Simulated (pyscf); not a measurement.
Four-centre exchange: `[CH3][SH]` + `[SH2]` → `[CH3][SH]` + `[SH2]`

Gas phase, singlet surface, charge 0. Bonds broken: C1–S2, S7–H8. Bonds formed: C1–S7, S2–H8. Single points on ωB97X-D3(BJ)/def2-SVP structures (PySCF, gas phase). MP2 and CC: frozen core, UHF for open shells. ΔMP2 is the change of the MP2 total energy from the triple- to the quadruple-zeta basis.

Transition state (Å):

```xyz
9

C     -1.1567    -0.6861    -0.5379
S     -0.5195     0.9322     1.4623
H     -1.0474    -1.3047     0.3494
H     -0.7695    -1.1197    -1.4572
H     -2.1045    -0.1556    -0.6387
H     -1.6592     1.6203     1.2497
S      0.3873     1.1176    -1.5461
H      0.1419     1.4065    -0.0598
H      1.4725     0.3769    -1.2473
```

One imaginary mode, 1486i cm⁻¹; descent along it reached the two sides named.

```tsv
bond	change	reactant side (Å)	saddle	product side
C1–S2	breaks	1.815	2.7	3.8
S7–H8	breaks	1.352	1.534	2.6
C1–S7	forms	3.8	2.579	1.815
S2–H8	forms	2.6	1.726	1.352
```

Electronic energies relative to the separated reactants (eV):

```json
[
 {"level": "ωB97X-D3(BJ)/def2-TZVP", "barrier": "3.73", "reaction energy": "0.00", "reverse barrier": "3.73"},
 {"level": "PBE/def2-TZVP", "barrier": "2.80", "reaction energy": "0.00", "reverse barrier": "2.80"},
 {"level": "r²SCAN/def2-TZVP", "barrier": "3.02", "reaction energy": "0.00", "reverse barrier": "3.02"},
 {"level": "B3LYP-D3(BJ)/def2-TZVP", "barrier": "3.11", "reaction energy": "0.00", "reverse barrier": "3.11"},
 {"level": "PBE0-D3(BJ)/def2-TZVP", "barrier": "3.26", "reaction energy": "0.00", "reverse barrier": "3.26"},
 {"level": "M06-2X/def2-TZVP", "barrier": "3.61", "reaction energy": "0.00", "reverse barrier": "3.61"},
 {"level": "ωB97M-D3(BJ)/def2-TZVP", "barrier": "3.63", "reaction energy": "0.00", "reverse barrier": "3.63"},
 {"level": "HF/def2-TZVP", "barrier": "4.65", "reaction energy": "0.00", "reverse barrier": "4.65"},
 {"level": "MP2/def2-QZVPP", "barrier": "3.69", "reaction energy": "0.00", "reverse barrier": "3.69"},
 {"level": "CCSD/def2-TZVPP", "barrier": "3.93", "reaction energy": "0.00", "reverse barrier": "3.93"},
 {"level": "CCSD(T)/def2-TZVPP", "barrier": "3.59", "reaction energy": "0.00", "reverse barrier": "3.59"},
 {"level": "CCSD(T)/def2-TZVPP + ΔMP2(QZVPP)", "barrier": "3.55", "reaction energy": "0.00", "reverse barrier": "3.55"}
]
```

With CCSD(T)/def2-TZVPP + ΔMP2(QZVPP) energies and thermal terms (ideal gas, 1 atm, RRHO with modes under 100 cm⁻¹ raised to 100, one conformer, R ln 2 for rigid chiral ones), in eV:

```json
[
 {"T (K)": "298", "ΔH‡": "3.44", "ΔG‡": "3.85", "ΔH": "0.00", "ΔG": "0.00"},
 {"T (K)": "600", "ΔH‡": "3.49", "ΔG‡": "4.24", "ΔH": "0.00", "ΔG": "0.00"},
 {"T (K)": "900", "ΔH‡": "3.54", "ΔG‡": "4.61", "ΔH": "0.00", "ΔG": "0.00"},
 {"T (K)": "1200", "ΔH‡": "3.59", "ΔG‡": "4.96", "ΔH": "0.00", "ΔG": "0.00"}
]
```

Another saddle between the same species, by other bonds, lies lower (1.90 eV against 3.63 eV at ωB97M-D3(BJ)). The CCSD(T) − MP2 part came from Ansatz, without density fitting, on the same reference. The largest closed-shell T1 diagnostic is 0.033, which may signal static correlation.
